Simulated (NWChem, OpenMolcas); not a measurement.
## How methods differ on SiH2Cl2 (dichlorosilane (DCS))

The species is SiH2Cl2 (5 atoms), meant as a singlet with charge 0. As SMILES, `Cl[SiH2]Cl`. The coordinates come from a PBE0-D4/def2-TZVP relaxation.

Quantity: the vertical energy of the triplet above the singlet, in eV. The values are calculated.

```
              level                    kind     program  value (eV)
       HF/6-311+G**            Hartree–Fock  OpenMolcas        8.71
    SVWN5/6-311+G**                     LDA  OpenMolcas        6.43
   revPBE/6-311+G**                     GGA  OpenMolcas        6.53
   r2SCAN/6-311+G**                meta-GGA  OpenMolcas        6.88
   M06-2X/6-311+G**         hybrid meta-GGA  OpenMolcas        7.60
CAM-B3LYP/6-311+G**  range-separated hybrid      NWChem        7.48
   B2PLYP/6-311+G**           double hybrid      NWChem        7.41
      MP2/6-311+G**     perturbation theory      NWChem        8.04
```

The values span 6.43 to 8.71 eV.
